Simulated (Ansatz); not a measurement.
This geometry of BH₇Si (9 atoms, charge 0, multiplicity 1) is a first-order saddle point.

All numbers below come from Ansatz, RKS r2SCAN-D4/def2-SVP.

```xyz
9
Properties=species:S:1:pos:R:3
B -0.065 -0.124 0.356
H 0.119 0.966 0.847
H 0.676 -0.360 -0.582
H -1.244 -0.396 0.215
Si 0.137 -2.179 0.753
H -0.379 -2.737 -0.523
H 1.544 -2.633 0.953
H -0.703 -2.673 1.881
H 0.391 -0.655 1.431
```

(1) Which two structures does it join? (They come from a converged band through this point; their orientation in space is the band's.)

(2) How far does it lie above each of them?

Results:

(1) No bond is made or broken.  The two ends are copies of one structure, up to a mirror image or an exchange of like atoms.

Image 0:

```xyz
9
Properties=species:S:1:pos:R:3
B -0.111 -0.074 0.354
H 0.595 0.749 0.885
H 0.574 -0.731 -0.436
H -1.163 0.216 -0.164
Si 0.196 -2.177 0.787
H -0.404 -2.870 -0.383
H 1.670 -2.331 0.899
H -0.399 -2.810 2.011
H -0.484 -0.760 1.376
```

Image 8:

```xyz
9
Properties=species:S:1:pos:R:3
B 0.002 -0.073 0.303
H -0.068 0.755 1.180
H 0.335 0.206 -0.824
H -1.051 -0.719 0.279
Si 0.087 -2.175 0.837
H -0.373 -2.871 -0.394
H 1.380 -2.824 1.236
H -0.833 -2.313 1.996
H 0.998 -0.775 0.717
```

(2) 0.055 eV above the first and 0.055 eV above the second. This is the barrier of this one path; another mechanism may lie lower.

The run took 110 s on 1 thread of AMD EPYC 9R45 96-Core Processor (Zen 5) (shared host), peak memory 0.14 GiB.
